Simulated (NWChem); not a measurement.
Species: pyrazine (C₄H₄N₂); SMILES c1nccnc1

```xyz
10

C      1.1335    -0.6985     0.0000
C      1.1335     0.6985     0.0000
N      0.0000     1.4092     0.0000
C     -1.1335     0.6985     0.0000
C     -1.1335    -0.6985     0.0000
N      0.0000    -1.4092     0.0000
H      2.0674    -1.2575     0.0000
H      2.0674     1.2575     0.0000
H     -2.0674     1.2575     0.0000
H     -2.0674    -1.2575     0.0000
```
Atoms are numbered in this order, from 1.

Results from NWChem. Medium grid unless said otherwise, to which SCAN and Minnesota functionals are sensitive. Coordinates come from a B3LYP/6-31G* (spherical d) optimisation. B3LYP is NWChem's, with the RPA form of VWN correlation. Total energies of different functionals are on different scales.

```csv
level,energy (Ha),highest occupied level (eV),orbital gap (eV)
PBE/def2-SVP,-263.8038,-5.62,3.21
B3LYP/def2-SVP,-264.1224,-6.94,5.33
PBE0/def2-SVP,-263.8155,-7.24,5.76
BLYP/def2-SVP,-264.0299,-5.49,3.29
Hartree-Fock/def2-SVP,-262.4804,…,…
r2SCAN/def2-SVP,-263.9678,-5.99,3.63
```

Q: What belongs in the gaps?

A: 
- Hartree-Fock/def2-SVP, highest occupied level (eV): -9.89
- Hartree-Fock/def2-SVP, orbital gap (eV): 12.26
